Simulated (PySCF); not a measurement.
## How methods differ on the ionisation energy of Si

Si [Ne] 3s2 3p2 [3p1/2^2, M_J = 0] → Si⁺ [Ne] 3s2 3p1 [3p1/2^1, M_J = 1/2], as a difference of total energies. Computed with PySCF 2.14 in x2c-TZVPPall-2c (5s6p3d1f, 45 functions), with the two-component X2C-1e Hamiltonian. Correlated levels: [Ne] frozen; the 6 highest virtual spinors dropped. "Screened" scales the spin-orbit matrix elements by Boettger's factors to mimic the two-electron term; Breit and QED terms are absent.

| method | ionisation energy (eV) |
| --- | --- |
| GHF (spin-free) | 7.493 |
| GMP2 (spin-free) | 8.032 |
| GHF (screened spin-orbit) | 7.480 |
| GMP2 (screened spin-orbit) | 8.019 |

Question: How much does correlation contribute at GMP2 (screened spin-orbit)?

Answer: 8.019 − (7.480) = 0.539 eV, measured against GHF (screened spin-orbit).

Errors of the correlated levels include the incompleteness of this basis and the frozen core.

The labels give the starting determinants; with spin-orbit coupling the two ends relaxed to ⟨J²⟩ = 1.89, ⟨L²⟩ = 2.02, ⟨S²⟩ = 2.00 and ⟨J²⟩ = 1.00, ⟨L²⟩ = 2.07, ⟨S²⟩ = 0.77.

The determinant of Si mixes levels of different J (the jj label is only the starting occupation), so the difference between spin-free and spin-orbit rows is not the physical spin-orbit shift.

For comparison: 8.152 eV (measured; NIST Atomic Spectra Database, ionization energies).
